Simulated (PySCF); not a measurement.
Compound: C₄H₇ClO.
Cartesian coordinates in Å at the GFN2-xTB level; atoms count from 1:
```
atom  x, y, z in Å
C1    -1.8607   -0.6316   -0.0700
O2    -0.4778   -0.9094   -0.1208
C3     0.4375    0.0803   -0.0003
C4     1.8214   -0.5100   -0.0507
C5     0.2898    1.3958    0.1456
Cl6   -1.1769    2.3248    0.2227
H7    -2.3500   -1.6014   -0.1565
H8    -2.1422   -0.1657    0.8766
H9    -2.1728    0.0072   -0.8989
H10    2.5812    0.2550    0.0598
H11    1.9594   -1.0242   -0.9995
H12    1.9273   -1.2450    0.7442
H13    1.1592    2.0246    0.2301
```

Method used: B3LYP/def2-SVPD in PySCF (dipole) on a GFN2-xTB geometry, gas phase.

Take the most abundant isotopes and a rigid rotor. The values belong to one conformer with, in the numbering `[CH3:1][O:2]/[C:3]([CH3:4])=[CH:5]\[Cl:6]`, C1–O2–C3–C4 178°.

**Question.** What are A, B and C (MHz)?

**Answer.** Ia = 122.17, Ib = 236.93, Ic = 352.76 u·Å²; 505379 MHz·u·Å²/I gives A = 4137, B = 2133, C = 1433 MHz.

**Question.** What kind of rotor is it?

**Answer.** An asymmetric top. Ray's parameter κ = (2B − A − C)/(A − C) = -0.482; −1 is the prolate and +1 the oblate limit.

**Question.** What does the inertial defect say?

**Answer.** Not planar: Δ = Ic − Ia − Ib = -6.34 u·Å². For a rigid frame Δ = −2 Σ m c², so Σ m c² = 3.17 u·Å² lies off the ab plane: 3.16 from hydrogen and 0.01 from heavier atoms. The atom farthest from that plane is 0.91 Å away.

**Question.** Give the other two planar moments, Paa and Pbb, and the rms extents of the mass along the axes.

**Answer.** Paa = Σ m a² = (Ib + Ic − Ia)/2 = 233.76 and Pbb = Σ m b² = (Ia + Ic − Ib)/2 = 119.00 u·Å². With the mass M = 106.02 u, the rms extents √(P/M) along a, b and c are 1.48, 1.06, 0.17 Å.

**Question.** Which types of transition are allowed, and where do some lines up to J = 2 fall?

**Answer.** The dipole components are |μa| = 1.03 D, |μb| = 0.09 D, |μc| = 0.04 D. The squared components, which scale the intensities, stand as 1.00 : 0.01 : 0.00 (a : b : c). Some lines, for components of 0.1 D or more:

```
type  branch         J(Ka,Kc)   MHz  lower level (cm⁻¹)
   a       Q  1(1,0) ← 1(1,1)   700               0.186
   a       Q  2(1,1) ← 2(1,2)  2101               0.400
   a       R  1(0,1) ← 0(0,0)  3566               0.000
   a       R  2(1,2) ← 1(1,1)  6431               0.186
   a       R  2(0,2) ← 1(0,1)  6978               0.119
   a       R  2(1,1) ← 1(1,0)  7832               0.209
```

Not checked by GFN2-xTB frequencies. Zero-point vibration and centrifugal distortion are left out. A rigid rotor knows nothing of internal rotation, which can split or shift real lines. Quadrupole hyperfine structure (35Cl) is left out.
